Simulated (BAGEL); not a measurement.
# [NO2]− (nitrite): FCI/STO-3G (density fitting with cc-pvqz-jkfit)

What is the energy change on altering one bond length of [NO2]− (nitrite) at FCI/STO-3G (density fitting with cc-pvqz-jkfit)? 

The calculation is run with BAGEL 1.2.2.

1 further run of the same task is left out (it didn't finish). Runs told in other sessions of the task aren't counted.

## 1. The system as given

[NO2]− has 3 atoms, charge -1, and is taken as a singlet. SMILES: `O=N[O-]`. The coordinates come from a PBE0-D4/def2-TZVPD relaxation.

Bond lengths: O1–N2 1.245 Å, N2–O3 1.245 Å. Angles: O1–N2–O3 116.8°.

## 2. The energy at FCI/STO-3G (density fitting with cc-pvqz-jkfit)

input.json reads:

```json
{ "bagel": [

{
  "title": "molecule",
  "basis": "sto-3g",
  "df_basis": "cc-pvqz-jkfit",
  "angstrom": true,
  "geometry": [
    { "atom": "O", "xyz": [       0.322840,       0.992650,       0.287620 ] },
    { "atom": "N", "xyz": [       0.325750,      -0.245400,       0.151990 ] },
    { "atom": "O", "xyz": [      -0.648590,      -0.747260,      -0.439610 ] }
  ]
},

{
  "title": "hf",
  "charge": -1
},

{
  "title": "fci",
  "nstate": 1,
  "charge": -1,
  "ncore": 3
}

]}
```

The run is started by

```bash
BAGEL_NUM_THREADS=1 BAGEL input.json > input.out
```

The program printed:

```text
* using 1 threads per process

  ===============================================================
  ===============================================================

  *** Geometry ***

  { "atom" : "O", "xyz" : [      0.610079,      1.875837,      0.543523 ] },
  { "atom" : "N", "xyz" : [      0.615578,     -0.463739,      0.287219 ] },
  { "atom" : "O", "xyz" : [     -1.225657,     -1.412117,     -0.830743 ] },

  Number of auxiliary basis functions:      318

  Since a DF basis is specified, we compute 2- and 3-index integrals:
    o Being stored without compression. Storage requirement is 0.001 GB

  Number of basis functions:       15
  Number of electrons      :       23

    * METHOD: MOLECULE                             0.05

  *** RHF ***

  === Nuclear Repulsion ===
    63.5524637009

      * DIIS with orbital gradients will be used.

  === RHF iteration (sto-3g) ===
      0       -201.05569718          0.04358032           0.00
      1       -201.13724798          0.01961574           0.00
      2       -201.15533142          0.00144616           0.00
      3       -201.15578761          0.00044828           0.00
      4       -201.15582387          0.00015185           0.00
      5       -201.15582725          0.00000938           0.00
      6       -201.15582726          0.00000157           0.00
      7       -201.15582726          0.00000034           0.00
      8       -201.15582726          0.00000015           0.00
      9       -201.15582726          0.00000004           0.00
     10       -201.15582726          0.00000001           0.00
    * SCF iteration converged.

    * Permanent dipole moment:
           (   -0.038801,     0.029212,    -0.018106) a.u.

    * METHOD: HF                                   0.05

  ---------------------------
        FCI calculation
  ---------------------------

  Performs exactly the same way as Knowles & Handy 1984 CPL

  o alpha-beta strings
      length:           440
  o size of the space
      determinant space:  48400
      spin-adapted space: 15730

  o single displacement lists (alpha)
      length:          7920
  o single displacement lists (beta)
      length:          7920

     guess   0:   closed 111111111...         open ............

  === FCI iteration ===

      0  0      -201.15582726     2.58e-03      0.08
      1  0      -201.30017781     1.23e-03      0.07
      2  0      -201.32456550     6.09e-04      0.07
      3  0      -201.32996123     3.01e-04      0.07
      4  0      -201.33128538     1.71e-04      0.07
      5  0      -201.33174750     7.97e-05      0.07
      6  0      -201.33184494     3.29e-05      0.07
      7  0      -201.33186351     1.29e-05      0.07
      8  0      -201.33186620     6.14e-06      0.07
      9  0      -201.33186666     2.94e-06      0.07
     10  0      -201.33186676     1.13e-06      0.07
     11  0      -201.33186678     4.67e-07      0.07
     12  0      -201.33186678     1.84e-07      0.07
     13  0      -201.33186678     7.98e-08      0.07
     14  0      -201.33186678     3.29e-08      0.08
     15  0      -201.33186678     1.43e-08      0.08
     16  0      -201.33186678     8.05e-09      0.08
     17  0      -201.33186678     4.29e-09      0.08
     18  0      -201.33186678     2.49e-09      0.08
     19  0      -201.33186678     9.57e-10      0.08
    ** throwing out 1 trial vectors **
     20  0      -201.33186678     3.76e-10      0.08
    ** throwing out 1 trial vectors **
     21  0      -201.33186678     1.60e-10      0.08
    ** throwing out 1 trial vectors **
     22  0 *    -201.33186678     6.51e-11      0.07

     * ci vector, state   0, <S^2> = 0.0000
       222222222...     0.9337046818
       2222222.22..    -0.2022609713
       2222.22222..    -0.0829657495
       2222a2222b..     0.0693748303
       2222b2222a..     0.0693748303
       2222222abb.a    -0.0503216193
       2222222baa.b    -0.0503216193

    * METHOD: FCI                                  1.73

  ===============================================================
```

Wall time 2 s (1 thread of Arm Neoverse V1, shared host).

## 3. The distorted shape, same level

input.json reads:

```json
{ "bagel": [

{
  "title": "molecule",
  "basis": "sto-3g",
  "df_basis": "cc-pvqz-jkfit",
  "angstrom": true,
  "geometry": [
    { "atom": "O", "xyz": [    1.102278,    1.394120,    0.760879 ] },
    { "atom": "N", "xyz": [    1.105188,    0.156070,    0.625249 ] },
    { "atom": "O", "xyz": [   -0.648590,   -0.747260,   -0.439610 ] }
  ]
},
{ "title": "hf", "charge": -1 },
{ "title": "fci", "nstate": 1, "charge": -1, "ncore": 3 }

]}
```

The run is started by

```bash
BAGEL_NUM_THREADS=1 BAGEL input.json > input.out
```

The program printed:

```text
* using 1 threads per process

  ===============================================================
  ===============================================================

  *** Geometry ***

  { "atom" : "O", "xyz" : [      2.083004,      2.634505,      1.437853 ] },
  { "atom" : "N", "xyz" : [      2.088503,      0.294930,      1.181549 ] },
  { "atom" : "O", "xyz" : [     -1.225657,     -1.412117,     -0.830743 ] },

  Number of auxiliary basis functions:      318

  Since a DF basis is specified, we compute 2- and 3-index integrals:
    o Being stored without compression. Storage requirement is 0.001 GB

  Number of basis functions:       15
  Number of electrons      :       23

    * METHOD: MOLECULE                             0.06

  *** RHF ***

  === Nuclear Repulsion ===
    48.2440727331

      * DIIS with orbital gradients will be used.

  === RHF iteration (sto-3g) ===
      0       -200.04685405          0.04839743           0.00
      1       -190.96730514          0.10832033           0.00
      2       -199.99810430          0.05552697           0.00
      3       -200.04768331          0.05063449           0.00
      4       -200.13523620          0.05629831           0.00
      5       -199.25206459          0.11795874           0.00
      6       -198.82688278          0.09860558           0.00
      7       -198.74881521          0.09230285           0.00
      8       -200.21068426          0.09707510           0.00
      9       -200.84455992          0.02585476           0.00
     10       -200.90013659          0.00207314           0.00
     11       -200.90072596          0.00111077           0.00
     12       -200.90088018          0.00082154           0.00
     13       -200.90104984          0.00079994           0.00
     14       -200.90114476          0.00080909           0.00
     15       -200.90100834          0.00078815           0.00
     16       -200.90003847          0.00058447           0.00
     17       -200.89924109          0.00029409           0.00
     18       -200.89922218          0.00010439           0.00
     19       -200.89922360          0.00003522           0.00
     20       -200.89922376          0.00001103           0.00
     21       -200.89922377          0.00000255           0.00
     22       -200.89922377          0.00000184           0.00
     23       -200.89922377          0.00000168           0.00
     24       -200.89922377          0.00000116           0.00
     25       -200.89922376          0.00000040           0.00
     26       -200.89922376          0.00000020           0.00
     27       -200.89922376          0.00000013           0.00
     28       -200.89922376          0.00000003           0.00
     29       -200.89922376          0.00000001           0.00
     30       -200.89922376          0.00000001           0.00
    * SCF iteration converged.

    * Permanent dipole moment:
           (    1.203157,     0.759351,     0.746010) a.u.

    * METHOD: HF                                   0.10

  ---------------------------
        FCI calculation
  ---------------------------

  Performs exactly the same way as Knowles & Handy 1984 CPL

  o alpha-beta strings
      length:           440
  o size of the space
      determinant space:  48400
      spin-adapted space: 15730

  o single displacement lists (alpha)
      length:          7920
  o single displacement lists (beta)
      length:          7920

     guess   0:   closed 111.1111....         open ...1....111.

  === FCI iteration ===

      0  0      -201.10374686     1.87e-03      0.07
      1  0      -201.18205441     7.57e-04      0.07
      2  0      -201.19312319     3.09e-04      0.07
      3  0      -201.19493317     1.54e-04      0.07
      4  0      -201.19613869     1.40e-04      0.07
      5  0      -201.19794437     2.72e-04      0.07
      6  0      -201.20436279     6.00e-04      0.07
      7  0      -201.22845935     6.33e-04      0.07
      8  0      -201.23900050     4.21e-04      0.07
      9  0      -201.24383954     2.66e-04      0.07
     10  0      -201.24559071     1.62e-04      0.07
     11  0      -201.24628986     9.09e-05      0.07
     12  0      -201.24651140     4.69e-05      0.07
     13  0      -201.24656663     3.07e-05      0.07
     14  0      -201.24659260     2.45e-05      0.07
     15  0      -201.24661514     1.99e-05      0.07
     16  0      -201.24662843     1.62e-05      0.07
     17  0      -201.24663571     1.01e-05      0.07
     18  0      -201.24663872     6.74e-06      0.07
     19  0      -201.24663989     3.76e-06      0.07
    ** throwing out 1 trial vectors **
     20  0      -201.24664026     2.29e-06      0.07
    ** throwing out 1 trial vectors **
     21  0      -201.24664040     1.19e-06      0.07
    ** throwing out 1 trial vectors **
     22  0      -201.24664043     6.52e-07      0.07
    ** throwing out 1 trial vectors **
     23  0      -201.24664044     2.90e-07      0.07
    ** throwing out 1 trial vectors **
     24  0      -201.24664045     1.54e-07      0.07
    ** throwing out 1 trial vectors **
     25  0      -201.24664045     7.04e-08      0.07
    ** throwing out 1 trial vectors **
     26  0      -201.24664045     3.14e-08      0.08
    ** throwing out 1 trial vectors **
     27  0      -201.24664045     1.45e-08      0.07
    ** throwing out 1 trial vectors **
     28  0      -201.24664045     8.46e-09      0.07
    ** throwing out 1 trial vectors **
     29  0      -201.24664045     4.69e-09      0.08
    ** throwing out 1 trial vectors **
     30  0      -201.24664045     2.47e-09      0.07
    ** throwing out 1 trial vectors **
     31  0      -201.24664045     1.26e-09      0.07
    ** throwing out 1 trial vectors **
     32  0      -201.24664045     7.19e-10      0.08
    ** throwing out 1 trial vectors **
     33  0      -201.24664045     4.71e-10      0.08
    ** throwing out 1 trial vectors **
     34  0      -201.24664045     3.00e-10      0.09
    ** throwing out 1 trial vectors **
     35  0      -201.24664045     1.50e-10      0.09
    ** throwing out 1 trial vectors **
     36  0 *    -201.24664045     8.40e-11      0.07

     * ci vector, state   0, <S^2> = -0.0000
       222aa222b2b.    -0.4463158260
       222bb222a2a.    -0.4463158260
       222a2222b2..     0.3351594140
       222b2222a2..     0.3351594140
       222ab222b2a.     0.2631136371
       222ba222a2b.     0.2631136371
       222ab222a2b.    -0.1832021889
       222ba222b2a.    -0.1832021889
       222a22a2b2b.     0.0958404951
       222b22b2a2a.     0.0958404951
       22aa2222b2b.    -0.0950097049
       22bb2222a2a.    -0.0950097049
       222a222ab2b.     0.0938412319
       222b222ba2a.     0.0938412319
       2222a222.2b.    -0.0916772073
       2222b222.2a.    -0.0916772073
       222a22b2b2a.    -0.0609192724
       222b22a2a2b.    -0.0609192724
       222aab2b222.     0.0552952325
       222bba2a222.     0.0552952325
       222a222bb2a.    -0.0511360305
       222b222aa2b.    -0.0511360305
       22ba2222b2a.    -0.0506745689
       22ab2222a2b.    -0.0506745689

    * METHOD: FCI                                  2.78

  ===============================================================
```

Wall time 3.3 s (1 thread of Arm Neoverse V1, shared host).

## 4. Results

At FCI/STO-3G (density fitting with cc-pvqz-jkfit), 3 core orbitals frozen:

| quantity | value |
| --- | --- |
| first shape: total energy | -201.33187 Eh |
| distorted shape: total energy | -201.24664 Eh |
| energy change with the N2–O3 bond stretched from 1.245 to 2.242 Å | 2.319 eV |

What this shows: With the N2–O3 bond stretched from 1.245 to 2.242 Å the energy rises by 2.32 eV (53 kcal/mol). The first shape isn't relaxed at this level, so the change isn't measured from a minimum. The minimal basis adds a large error of its own.
